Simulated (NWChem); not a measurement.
**Si2H6O (disiloxane): B3LYP/def2-SVP**

Aim: a structure relaxation of Si2H6O (disiloxane). 

The calculation is run with NWChem 7.3.0.

**1. The system as given**

The species is Si2H6O (9 atoms), meant as a singlet with charge 0. SMILES: `[SiH3]O[SiH3]`. Geometry: relaxed at PBE0-D4/def2-TZVP. The run starts from this shape.

Bond lengths: Si1–O2 1.634 Å, O2–Si3 1.634 Å, Si1–H4 1.487 Å, Si1–H5 1.483 Å, Si1–H6 1.487 Å, Si3–H7 1.483 Å, Si3–H8 1.487 Å, Si3–H9 1.487 Å. Some angles: Si1–O2–Si3 147.2°, O2–Si1–H4 110.2°, O2–Si1–H5 108.3°, O2–Si1–H6 110.2°, O2–Si3–H7 108.3°, O2–Si3–H8 110.2°, O2–Si3–H9 110.2°, H4–Si1–H5 109.6°, H4–Si1–H6 109.0°, H5–Si1–H6 109.6°.

**2. A geometry optimisation at B3LYP/def2-SVP**

h6osi2.nw

```
start h6osi2
title "H6OSi2"
memory total 2200 mb

geometry units angstroms
  Si   -0.710290    1.052660   -0.919520
  O     0.425550    0.090990   -0.245380
  Si    0.775570   -1.038810    0.881750
  H    -1.787270    0.226580   -1.525660
  H    -0.060640    1.872420   -1.970220
  H    -1.306170    1.942760    0.111330
  H     2.224270   -1.343130    0.800010
  H    -0.009310   -2.275600    0.628780
  H     0.448290   -0.527870    2.238910
end

basis "ao basis" spherical bse
  Si library def2-SVP
  O library def2-SVP
  H library def2-SVP
end

dft
  xc b3lyp
  grid fine
  convergence energy 1e-07
  maxiter 100
  mulliken
  print low
end

driver
  maxiter 60
end

freq
  temp 3 298.15 600 900
end

task dft optimize
task dft frequencies
```

The run is started by

```bash
nwchem h6osi2.nw > h6osi2.out
```

**Question.** What will come out? Wanted: total energy at the end; lowest harmonic wavenumber; highest harmonic wavenumber; zero-point energy; ideal-gas entropy at 298.15 K.

**Answer.** As computed:

At B3LYP/def2-SVP:

| quantity | value |
| --- | --- |
| total energy at the end | -657.67828 Eh |
| lowest harmonic wavenumber | 34 cm⁻¹ |
| highest harmonic wavenumber | 2246 cm⁻¹ |
| zero-point energy | 143.7 kJ/mol |
| ideal-gas entropy at 298.15 K (symmetry number 1 as used) | 79.6 cal/(mol K) |

**Reading.** At the final geometry: Bond lengths: Si1–O2 1.657 Å, O2–Si3 1.657 Å, Si1–H4 1.492 Å, Si1–H5 1.488 Å, Si1–H6 1.493 Å, Si3–H7 1.488 Å, Si3–H8 1.492 Å, Si3–H9 1.493 Å. Some angles: Si1–O2–Si3 154.3°, O2–Si1–H4 110.4°, O2–Si1–H5 108.7°, O2–Si1–H6 110.4°, O2–Si3–H7 108.7°, O2–Si3–H8 110.4°, O2–Si3–H9 110.4°, H4–Si1–H5 109.3°, H4–Si1–H6 108.8°, H5–Si1–H6 109.3°. All 21 modes are real, so the shape is a minimum at this level. The optimisation took 8 steps and changed the energy by -0.031 eV.
